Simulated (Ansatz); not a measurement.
# NS: the cost of one run

Program: Ansatz 0.2.0. Level of theory: the levels named in each step. These are calculated values, not measurements.

## 1. The system as given

Bond lengths: N1–S2 1.463 Å.

Structure file:

```xyz
2

N     0.0000    0.0000    0.0000
S     0.0000    0.0000    1.4633
```

## 2. A rough first relaxation, PBE-D4/def2-SVPD

Input file input.yaml:

```yaml
crystal:
  periodic: [false, false, false]
  atoms:
    - { symbol: "N", position_ang: [0.0, 0.0, 0.0] }
    - { symbol: S, position_ang: [0.0, 0.0, 1.46327] }
total_charge: -1
basis:
  gaussian: { orbitals: def2-SVPD }
hamiltonian:
  xc: pbe
  dispersion: d4
relax:
  f_tol: 0.03
  max_steps: 200
```

Run with:

```console
$ ansatz run input.yaml --threads 2 --pin off --max-ram 5120MiB --backend cpu --events-out ev --progress --plain --runs-dir out
```

Q: Estimate wall time and peak memory on 2 threads of Intel Xeon at 2.50GHz (Skylake/Cascade Lake), shared host.

About 5 s, with a peak of 0.1 GiB.
